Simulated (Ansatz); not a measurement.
Rock-salt EuSe, treated with rVV10 (PAW; Ansatz, a quantum-chemistry and plane-wave program).

Settings: plane-wave cutoff 520 eV, 16×16×16 k mesh, Fermi–Dirac smearing 0.05 eV, spin-polarised with parallel moments, scalar-relativistic PAW data made under PBE.

Cell (relaxed at this level):

```yaml
crystal:
  lattice:
    - [0.00000, 3.05653, 3.05653]
    - [3.05653, 0.00000, 3.05653]
    - [3.05653, 3.05653, 0.00000]
  atoms:
    - { symbol: Eu, position: [0.00000, 0.00000, 0.00000], spin: 7.0 }
    - { symbol: Se, position: [0.50000, 0.50000, 0.50000] }
```

### Question
Predict the bulk modulus and pressure derivative B′ of the bulk modulus.

### Answer

- bulk modulus = 47.1 GPa
- pressure derivative B′ of the bulk modulus = 4.4

The run finds no gap.

Measured, for comparison: bulk modulus 52 GPa (room temperature, not corrected to a static lattice; as tabulated in arXiv:1003.2039). Computed (rounded) less measured: bulk modulus -9 %.

Note: the magnetic order was assumed, not searched for or taken from measurement; the 4f shell is treated without U or exact exchange, so its levels and filling can be wrong.

Spins in the cell block are starting values.

Spin–orbit coupling is not included; it can open a gap where bands touch, and shift volumes and moduli.

Computed values are for the static lattice.

The result took around 6 core-minutes (rough).
